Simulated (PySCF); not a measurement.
# Two probes of the same atoms: core binding energy and nuclear shielding

C4H6O2.
Numbering: `[CH2:1]=[CH:2][C:3](=[O:4])[O:5][CH3:6]`

Cartesian coordinates in Å at the PBE0-D3(BJ)/def2-SVP level; atoms count from 1:
```xyz
12
C4H6O2 angstrom
C      2.4774   -0.3353    0.1065
C      1.2183   -0.7716    0.0476
C      0.0884    0.1878    0.0689
O      0.1858    1.3858    0.1573
O     -1.0850   -0.4514   -0.0266
C     -2.2364    0.3714   -0.0162
H      2.6750    0.7387    0.1743
H      3.3262   -1.0227    0.0906
H      0.9656   -1.8327   -0.0192
H     -2.3346    0.8953    0.9469
H     -2.1866    1.1278   -0.8133
H     -3.0942   -0.2929   -0.1728
```

Binding energies: PySCF 2.14.0, delta-SCF UKS SCAN, pcX-2 on the ionised atom, pcseg-1 elsewhere, spin-free X2C. Shieldings: GIAO PBE0/pcSseg-1, non-relativistic, same geometry.

| atom | isotropic shielding (ppm) |
| --- | --- |
| C1 | 42.8 |
| C2 | 48.7 |
| C3 | 14.2 |
| C6 | 132.5 |

Problem. What are the C 1s binding energies of these atoms?

Solution. 
```
atom            environment  C 1s (eV)  isotropic shielding (ppm)
  C1   terminal =CH2 carbon     290.89                       42.8
  C2       alkene CH carbon     291.10                       48.7
  C6         methoxy carbon     292.58                      132.5
  C3  ester carbonyl carbon     294.43                       14.2
```

Problem. Among the listed atoms, is the one with the highest binding energy also the least shielded?

Solution. Yes: C3 has both (294.43 eV, 14.2 ppm).

By binding energy: C1 < C2 < C6 < C3. By shielding: C3 < C1 < C2 < C6.

One conformer (not necessarily the lowest) at the PBE0-D3(BJ)/def2-SVP geometry, without solvent, vibrations or thermal averaging.
